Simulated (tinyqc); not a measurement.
Ways to converge the cycle: SCF convergence aids in the sto-3g basis, for CH2, spin multiplicity 3. Computed by the program tinyqc with PySCF. UHF with one setting changed at a time; a run stops when the energy changes by less than 1e-09 hartree and the error matrix is below 1e-5. The start is the Wolfsberg-Helmholz matrix. Damping d keeps d of the old density; a shift (hartree) raises the virtual levels; DIIS n extrapolates F over n matrices.

Geometry (angstrom):

| atom | x | y | z |
|---|---|---|---|
| C | 0.0000 | 0.0000 | 0.0000 |
| H | 0.0000 | 1.0270 | 0.5320 |
| H | 0.0000 | -1.0270 | 0.5320 |

lowest solution found by these runs and by PySCF with stability checks = -38.427865 hartree

Largest element of the error matrix X^T (FDS - SDF) X:

| iteration | plain | damping 0.3 | damping 0.6 | shift 0.4 | DIIS 3 | DIIS 8 |
|---|---|---|---|---|---|---|
| 1 | 1.6e-01 | 1.6e-01 | 1.6e-01 | 1.6e-01 | 1.6e-01 | 1.6e-01 |
| 2 | 3.8e-02 | 6.8e-02 | 1.1e-01 | 6.2e-02 | 3.8e-02 | 3.8e-02 |
| 3 | 1.4e-02 | 3.1e-02 | 7.3e-02 | 3.0e-02 | 1.0e-02 | 1.0e-02 |
| 4 | 4.7e-03 | 1.7e-02 | 5.0e-02 | 1.6e-02 | 1.7e-03 | 1.7e-03 |
| 5 | 1.6e-03 | 9.3e-03 | 3.4e-02 | 8.4e-03 | 6.9e-04 | 5.8e-04 |
| 6 | 8.2e-04 | 5.1e-03 | 2.4e-02 | 4.4e-03 | 2.4e-04 | 2.3e-04 |
| 8 | 2.8e-04 | 1.5e-03 | 1.2e-02 | 1.2e-03 | 1.3e-05 | 7.1e-06 |
| 10 | 1.1e-04 | 6.1e-04 | 6.9e-03 | 3.5e-04 | 1.2e-06 | - |
| 14 | 2.2e-05 | 1.5e-04 | 2.0e-03 | 5.3e-05 | - | - |
| 20 | - | 2.7e-05 | 4.5e-04 | - | - | - |
| 30 | - | - | 7.3e-05 | - | - | - |

How each run ends:

| run | iterations | E (hartree) | state |
|---|---|---|---|
| plain | 18 | -38.42786 | lowest found |
| damping 0.3 | 25 | -38.42786 | lowest found |
| damping 0.6 | 44 | -38.42786 | lowest found |
| shift 0.4 | 19 | -38.42786 | lowest found |
| DIIS 3 | 10 | -38.42786 | lowest found |
| DIIS 8 | 9 | -38.42786 | lowest found |

What does the comparison show, and why?

6 of 6 runs reach the lowest solution found, in 9 to 44 iterations (fastest: DIIS 8). Plain steps already contract here, so damping only slows them. DIIS 3 and DIIS 8 gain by cancelling the error over several earlier matrices, much as a quasi-Newton step does.
